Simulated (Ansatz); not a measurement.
# C2H3N (SMILES C1=CN1): one structure at several levels

Aim: energy, forces and dipole at a structure displaced at random from a GFN2-xTB minimum, from CCSD(T) and from density functionals.

Method: single points in def2-TZVPP; program: Ansatz 0.2.0, Gaussian basis.

Cores are frozen in the correlated methods.

### 1 The starting structure

SMILES `C1=CN1`, 6 atoms, charge 0, spin multiplicity 1.

Atoms are counted from 1 here; the program's logs count them from 0.

Bond lengths: C1–C2 1.307 Å, C1–N3 1.539 Å, C1–H4 1.060 Å, C2–N3 1.479 Å, C2–H5 1.051 Å, N3–H6 1.004 Å. Angles: C2–C1–N3 62.0°, C2–C1–H4 159.2°, N3–C1–H4 138.6°, C1–C2–N3 66.7°, C1–C2–H5 155.3°, N3–C2–H5 138.0°, C1–N3–C2 51.3°, C1–N3–H6 112.6°, C2–N3–H6 112.3°.

Geometry (Å):

```xyz
6

C    -0.7343   -0.1830   -0.2781
C     0.4540    0.3161   -0.4953
N     0.0938    0.2658    0.9386
H    -1.6677   -0.6432   -0.4792
H     1.2720    0.6139   -1.0849
H     0.5295   -0.5037    1.4141
```

### 2 CCSD(T)/def2-TZVPP

The input, run/in.yaml:

```yaml
crystal:
  periodic: [false, false, false]
  atoms:
    - {symbol: C, position_ang: [-0.734300, -0.183000, -0.278100]}
    - {symbol: C, position_ang: [0.454000, 0.316100, -0.495300]}
    - {symbol: N, position_ang: [0.093800, 0.265800, 0.938600]}
    - {symbol: H, position_ang: [-1.667700, -0.643200, -0.479200]}
    - {symbol: H, position_ang: [1.272000, 0.613900, -1.084900]}
    - {symbol: H, position_ang: [0.529500, -0.503700, 1.414100]}
basis:
  gaussian: {orbitals: def2-TZVPP}
correlation: {method: ccsd_t}
output: {forces: true}
```

No record of the launch command was kept for these runs.

### 3 PBE0-D4/def2-TZVPP

run/in.yaml, as its differences from that of step 2:

```diff
@@ -11,3 +11,3 @@
   gaussian: {orbitals: def2-TZVPP}
-correlation: {method: ccsd_t}
-output: {forces: true}
+hamiltonian: {xc: pbe0, dispersion: d4}
+output: {forces: true, orbitals: {seedname: orbitals}}
```

### 4 wB97M-V/def2-TZVPP

run/in.yaml, as its differences from that of step 3:

```diff
@@ -11,3 +11,3 @@
   gaussian: {orbitals: def2-TZVPP}
-hamiltonian: {xc: pbe0, dispersion: d4}
-output: {forces: true, orbitals: {seedname: orbitals}}
+hamiltonian: {xc: {name: wB97M-V}}
+output: {forces: true}
```

### 5 r2SCAN-D4/def2-TZVPP

run/in.yaml, as its differences from that of step 4:

```diff
@@ -11,3 +11,3 @@
   gaussian: {orbitals: def2-TZVPP}
-hamiltonian: {xc: {name: wB97M-V}}
+hamiltonian: {xc: r2scan, dispersion: d4}
 output: {forces: true}
```

### 6 PBE-D4/def2-TZVPP

run/in.yaml, as its differences from that of step 5:

```diff
@@ -11,3 +11,3 @@
   gaussian: {orbitals: def2-TZVPP}
-hamiltonian: {xc: r2scan, dispersion: d4}
+hamiltonian: {xc: pbe, dispersion: d4}
 output: {forces: true}
```

### 7 wB97X-V/def2-TZVPP

run/in.yaml, as its differences from that of step 6:

```diff
@@ -11,3 +11,3 @@
   gaussian: {orbitals: def2-TZVPP}
-hamiltonian: {xc: pbe, dispersion: d4}
+hamiltonian: {xc: {name: wB97X-V}}
 output: {forces: true}
```

### 8 BLYP-D4/def2-TZVPP

run/in.yaml, as its differences from that of step 7:

```diff
@@ -11,3 +11,3 @@
   gaussian: {orbitals: def2-TZVPP}
-hamiltonian: {xc: {name: wB97X-V}}
+hamiltonian: {xc: {name: BLYP}, dispersion: d4}
 output: {forces: true}
```

(Steps that only read results are left out.)

Q: Predict the outcome of this session. Wanted: energy less free atoms, CCSD(T)/def2-TZVPP; RMS force component; RMS force error; HOMO and LUMO, PBE0-D4; T1 diagnostic.

The runs gave:

```
                                  quantity                                                                                           value
energy less free atoms, CCSD(T)/def2-TZVPP                                                                                  -2148.6 kJ/mol
                       RMS force component                                                            0.858 to 1.230 eV/Å over the methods
                           RMS force error  PBE0-D4 0.489, wB97M-V 0.437, r2SCAN-D4 0.348, PBE-D4 0.237, wB97X-V 0.485, BLYP-D4 0.191 eV/Å
                    HOMO and LUMO, PBE0-D4                                                                              -5.83 and -0.39 eV
                             T1 diagnostic                                                                                           0.012
```

In words: Against CCSD(T) the functionals' energies less atoms differ by -188.2 to -73.9 kJ/mol, PBE-D4 by -188.2 kJ/mol. CCSD(T) in triple zeta still lacks some correlation energy of the bonds, so part of these gaps is its own basis error and they don't rank the functionals. On forces the order runs from BLYP-D4 to PBE0-D4. Frozen-core CCSD(T) forces in triple zeta carry basis errors of their own, and this is one geometry, so small gaps rank nothing. The restricted Hartree–Fock reference is unstable towards an unrestricted one at one or more of these structures.
